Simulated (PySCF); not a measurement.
## Orbital picture of SiC⁺

PBE at R = 1.820 Å; basis Si def2-TZVPPD, C def2-TZVPPD; no relativity; PySCF 2.14. State: ⁴Σ⁻ (quartet), unpaired electrons σ ↑, π ↑↑. Only the outer orbitals are listed, counted within each symmetry.

| spin | orbital | occ. | ε (eV) | on Si (%) | main shells (%) |
| --- | --- | --- | --- | --- | --- |
| α | 5σ | 1 | -24.25 | 38 | 58 C s, 26 Si s, 10 Si p |
| α | 6σ | 1 | -17.77 | 58 | 55 Si s, 26 C s, 16 C p |
| α | 2π | 1 | -14.42 | 30 | 69 C p, 26 Si p |
| α | 2π | 1 | -14.42 | 30 | 69 C p, 26 Si p |
| α | 7σ | 1 | -14.23 | 48 | 46 C p, 33 Si p, 15 Si s |
| α | 3π | 0 | -10.25 | 75 | 72 Si p, 24 C p |
| α | 3π | 0 | -10.25 | 75 | 72 Si p, 24 C p |
| α | 8σ | 0 | -6.46 | 82 | 46 Si p, 32 Si d, 9 C p |
| β | 5σ | 1 | -21.90 | 46 | 46 C s, 36 Si s, 9 Si p |
| β | 6σ | 1 | -15.93 | 71 | 59 Si s, 27 C s, 12 Si p |
| β | 2π | 0 | -12.15 | 53 | 51 Si p, 46 C p |
| β | 2π | 0 | -12.15 | 53 | 51 Si p, 46 C p |
| β | 7σ | 0 | -11.77 | 31 | 50 C p, 28 Si p, 20 C s |

Question: Which are the highest filled and the lowest empty level, where do they sit, and how wide is the gap?

Answer: Highest filled α 7σ at -14.23 eV (in %: 46 C p, 33 Si p, 15 Si s); lowest empty β 2π at -12.15 eV (in %: 51 Si p, 46 C p); the gap at PBE is 2.08 eV.

The bond order (Mayer) is 1.75. The ⟨S²⟩ is 3.751 and the charge on Si (Mulliken, basis-dependent) is 0.78. The charge on Si (Löwdin, basis-dependent) is 1.01, the dipole moment (positive dipole points towards C; it is taken about the centre of mass and depends on that origin) is -1.11 D and the polarisability along the bond is 44.8 bohr³. The polarisability across the bond is 23.8 bohr³.

The state was picked by a PBE0 search and need not be the measured ground state.
